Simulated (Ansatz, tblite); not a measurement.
Removing and adding an electron: the cluster Na3H3 (the lowest singlet isomer of a short search). Total charge 0; singlet. Geometry: PBE0-D4/def2-TZVP. Ansatz, gas phase; energy differences of separate SCF runs; the oxidised species was run as a doublet alone; the reduced species was run as a doublet alone.

```tsv
atom	x (Å)	y (Å)	z (Å)
Na1	-1.4099	-1.0351	-0.8966
Na2	1.8382	-0.0405	-0.6911
Na3	-0.4288	1.0750	1.5885
H4	0.4665	-1.1696	-1.7268
H5	1.5314	1.1321	0.9699
H6	-1.9973	0.0381	0.7561
```

The xTB rows come from tblite. Correlated methods freeze 3 core orbitals; core or outer-core shells of Na are correlated, in sets that lack core-valence functions. In CCSD on the charge 1 doublet the largest single amplitude is 0.26, so its Hartree–Fock determinant may place the open shell otherwise than the density functionals do. HOMO above LUMO, or a gap near zero within one spin, warns that the state may not be the lowest or that an electron is smeared out. The structure comes from a short search, and lower isomers may exist.

(1) Estimate orbital energies and vertical ionisation energies and electron affinities at: GFN1-xTB; GFN2-xTB; HF/def2-TZVPD; HF/def2-TZVPP; PBE-D4/def2-TZVPD; r2SCAN-D4/def2-TZVPD; PBE0-D4/def2-TZVP; PBE0-D4/def2-TZVPD; MP2/def2-TZVPD; MP2/def2-TZVPP; CCSD/def2-TZVPD; CCSD/def2-TZVPP; CCSD(T)/def2-TZVPD; CCSD(T)/def2-TZVPP.

## Answers

(1) 
```
               level  −HOMO (eV)  vertical IE (eV)  −LUMO (eV)  vertical EA (eV)  HOMO–LUMO gap (eV)  IE − EA (eV)                                                                   remarks
            GFN1-xTB       10.38             12.67        5.42              3.84                4.96          8.83                                                                         –
            GFN2-xTB        9.24             11.62        5.22              3.04                4.02          8.58                                                                         –
       HF/def2-TZVPD           –                 –           –             -0.45                   –             –                                              HOMO above zero (-1 doublet)
       HF/def2-TZVPP           –              7.07           –                 –                   –             –                                                                         –
   PBE-D4/def2-TZVPD        4.57                 –        0.77              0.07                3.80             –  HOMO above zero (-1 doublet), gap within one spin near zero (-1 doublet)
r2SCAN-D4/def2-TZVPD        4.71                 –        0.14             -0.12                4.57             –  HOMO above zero (-1 doublet), gap within one spin near zero (-1 doublet)
   PBE0-D4/def2-TZVP        5.64              7.51        0.24                 –                5.40             –                                                                         –
  PBE0-D4/def2-TZVPD        5.62                 –        0.28             -0.02                5.34             –                                              HOMO above zero (-1 doublet)
      MP2/def2-TZVPD           –                 –           –             -0.41                   –             –                                              HOMO above zero (-1 doublet)
      MP2/def2-TZVPP           –              7.81           –                 –                   –             –                                                                         –
     CCSD/def2-TZVPD           –                 –           –             -0.37                   –             –                                              HOMO above zero (-1 doublet)
     CCSD/def2-TZVPP           –              7.90           –                 –                   –             –                                                                         –
  CCSD(T)/def2-TZVPD           –                 –           –             -0.36                   –             –                                              HOMO above zero (-1 doublet)
  CCSD(T)/def2-TZVPP           –              7.88           –                 –                   –             –                                                                         –
```

Relaxing the reduced species (PBE0-D4/def2-TZVPD) changes its energy by -0.07 eV at PBE0-D4/def2-TZVPD, so the adiabatic electron affinity to this nearest minimum is 0.05 eV. At PBE-D4/def2-TZVPD it is 0.17 eV. The highest occupied level of the relaxed charge -1 doublet lies above zero (up to 0.57 eV). Energy differences put its binding near zero (0.05 eV; each at its own geometry, to the charge 0 singlet, at PBE0-D4/def2-TZVPD), which leaves it undecided.  Run but left out: PBE-D4/def2-TZVP, r2SCAN-D4/def2-TZVP (charge +1 doublet: an occupied level 0.19 to 0.23 eV above an empty one).   A HOMO above zero means that the electron is unbound at that level or that self-interaction error raises the level; the energy of removing that electron tells which. Raw xTB energy differences between charge states are shifted by several eV; the methods need an empirical correction for them. A negative affinity means that the extra electron isn't bound; its size then hangs on the basis.
